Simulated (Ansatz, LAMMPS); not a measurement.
Rock-salt CaO: properties by level of theory

Reference values: elastic constant C11 219 GPa (measured, room temperature, not corrected to a static lattice; as tabulated in Speziale et al. (2006), doi:10.1029/2005jb003823); elastic constant C44 80 GPa (measured, room temperature, no zero-point or thermal correction; as tabulated in Speziale et al. (2006), doi:10.1029/2005jb003823).

```json
[
 {"level (code)": "ionic model bush1994 (shell model, LAMMPS)", "elastic constant C11 (GPa)": "231", "elastic constant C44 (GPa)": "116"},
 {"level (code)": "HSE06 (Ansatz)", "elastic constant C11 (GPa)": "221", "elastic constant C44 (GPa)": "81.1"},
 {"level (code)": "LC-ωPBE (Ansatz)", "elastic constant C11 (GPa)": "228", "elastic constant C44 (GPa)": "81.8"},
 {"level (code)": "PBE0 (Ansatz)", "elastic constant C11 (GPa)": "222", "elastic constant C44 (GPa)": "81.1"}
]
```

Differences from the reference values (errors of the level alone only where the reference is corrected to a static lattice):

| level | elastic constant C11 (%) | elastic constant C44 (%) |
|---|---|---|
| ionic model bush1994 | +5.5 | +45 |
| HSE06 | +0.9 | +1.4 |
| LC-ωPBE | +4.1 | +2.2 |
| PBE0 | +1.4 | +1.4 |

Nearest: elastic constant C11, not ranked (reference at room or unstated temperature); elastic constant C44, not ranked (reference at room or unstated temperature). Empirical potentials aren't ranked on values they can be fitted to.

Empirical potentials (ionic model bush1994) are fitted to chosen data: where that held the value shown, agreement is built in, and what lay outside the fit can be far off.

Ansatz's density-functional and Hartree–Fock values are scalar-relativistic unless marked +SOC, with PAW data made under PBE.

Unless a cell is named, each level is at its own relaxed cell (ionic model bush1994 13.76, HSE06 13.81, LC-ωPBE 13.83, PBE0 13.80 Å³/atom).

Differences are worked out from the printed values.

Computed values are for the static lattice.

Ansatz is a program for electronic structure.
